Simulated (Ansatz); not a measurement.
# BH₂F: vertical ionisation energy

One table from this session's results is given with a row withheld; the runs are named, their logs left out.

The runs use Ansatz 0.2.0, Gaussian basis; unrestricted cation, the program's frozen cores in correlated methods.

Levels to be run: UKS PBE-D4/def2-TZVPP; UKS r2SCAN-D4/def2-TZVPP; UKS PBE0-D4/def2-TZVPP; UKS B3LYP-D4/def2-TZVPP; UKS wB97X-V/def2-TZVPP; UKS wB97M-V/def2-TZVPP; UKS B2PLYP/def2-TZVPP; UHF-CCSD(T)/def2-TZVPP; UHF-CCSD(T)/def2-QZVPP; extrapolation to the limit; then −ε(HOMO) from the neutral's earlier runs with LDA (SPW92), PBE-D4, revPBE-D4, BLYP-D4, r2SCAN-D4, B97M-V, PBE0-D4, B3LYP-D4, r2SCANh-D4, r2SCAN0-D4, HSE06-D4, BHLYP-D4, CAM-B3LYP-D4, LC-ωPBE, ωB97X-V, ωB97M-V.

## The geometry

The geometry comes from an earlier relaxation with PBE0-D4 in a triple-zeta def2 set; it is a stationary point.

SMILES `BF`, 4 atoms, charge 0, spin multiplicity 1.

Atoms are counted from 1 here; the program's logs count them from 0.

Bond lengths: B1–F2 1.317 Å, B1–H3 1.197 Å, B1–H4 1.198 Å. Angles: F2–B1–H3 117.8°, F2–B1–H4 117.8°, H3–B1–H4 124.4°.

The first run:

File in.yaml:

```yaml
crystal:
  periodic: [false, false, false]
  atoms:
    - {symbol: B, position_ang: [-0.027251, -0.003983, -0.030836]}
    - {symbol: F, position_ang: [1.061163, -0.296704, 0.649862]}
    - {symbol: H, position_ang: [-1.012481, -0.649130, 0.186214]}
    - {symbol: H, position_ang: [0.034170, 0.889617, -0.825640]}
basis:
  gaussian: {orbitals: def2-TZVPP}
total_charge: 1
magnetization: {spin_polarized: true, initial_magnetization: 1}
hamiltonian: {xc: pbe, dispersion: d4}
```

Among the steps run: Cation, UKS PBE-D4/def2-TZVPP; Cation, UKS r2SCAN-D4/def2-TZVPP; Cation, UKS PBE0-D4/def2-TZVPP; Cation, UKS B3LYP-D4/def2-TZVPP; Cation, UKS wB97X-V/def2-TZVPP; Cation, UKS wB97M-V/def2-TZVPP; Cation, UKS B2PLYP (frozen core)/def2-TZVPP; Cation, UHF-CCSD(T)/def2-TZVPP; Cation, UHF-CCSD(T)/def2-QZVPP.

One table of the session follows, with a row left open; its other results are not shown here.

It belongs to the step «Ionisation energies side by side». Orbital estimates, from the neutral's runs:

```
  functional  −ε(HOMO) (eV)
 LDA (SPW92)           7.78
      PBE-D4           7.74
   revPBE-D4           7.71
     BLYP-D4           7.72
   r2SCAN-D4           8.10
      B97M-V           8.20
     PBE0-D4           9.32
    B3LYP-D4           9.14
  r2SCANh-D4           8.68
  r2SCAN0-D4           9.56
    HSE06-D4           8.91
    BHLYP-D4              ?
CAM-B3LYP-D4          10.85
     LC-ωPBE          12.20
     ωB97X-V          11.85
     ωB97M-V          11.70
```

Estimate the missing values for BHLYP-D4.

Worked estimate for «−ε(HOMO) (eV)». Against the share of exact exchange, BLYP-D4 (0, 7.72), B3LYP-D4 (0.2, 9.14) give a slope of 7.10 per unit share; at 0.5 the line stands at 11.27.

As computed: −ε(HOMO) (eV): 10.89. In «−ε(HOMO) (eV)» the line misses by +0.38.
